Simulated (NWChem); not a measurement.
**The standard entropy of CH4OSi (SMILES CO[SiH]) from a frequency calculation**

A singlet with charge 0, relaxed at B3LYP/def2-SVP (NWChem 7.3.0):

```xyz
7

C     0.1918    1.5715    0.0001
O    -0.5047    0.3438    0.0002
Si    0.0172   -1.2382    0.0003
H    -0.0919    2.1575   -0.8902
H     1.2867    1.4190   -0.0028
H    -0.0874    2.1551    0.8933
H     1.5479   -0.9394   -0.0008
```

Harmonic wavenumbers in cm⁻¹: 149, 293, 368, 741, 884, 1140, 1174, 1190, 1461, 1467, 1472, 1895, 2998, 3086, 3098.

Masses in u: C 12.011, O 15.999, Si 28.085, H 1.008. Take T = 298.15 K, p = 1 bar, R = 8.3145 J/(mol K), kT/hc = 207.22 cm⁻¹, rigid rotor and harmonic oscillator.

Work out S° at 298 K.


1. Translation (Sackur–Tetrode): S = R[3/2 ln M + 5/2 ln T − 1.1517] with M = 60.127 gives 159.9 J/(mol K).
2. Rotation: principal moments 10.115, 87.992, 94.901 u Å² give A, B, C = 1.6665, 0.1916, 0.1776 cm⁻¹; the symmetry number is σ = 1; q = (√π/σ)√((kT/hc)³/ABC) = 22202; S = R(ln q + 3/2) = 95.7.
3. Vibration: with u = ν̃/207.22, each mode gives R[u/(eᵘ − 1) − ln(1 − e⁻ᵘ)]; the sum is 24.4, most from 149 cm⁻¹ (11.2), 293 cm⁻¹ (6.1), 368 cm⁻¹ (4.6).
4. Electronic: R ln 1 = 0.0, from the spin multiplicity alone.
5. Sum: 159.9 + 95.7 + 24.4 + 0.0 = 280.0 J/(mol K).

No measured value is set beside it here. Where a soft mode is a torsion, a harmonic oscillator describes it poorly.
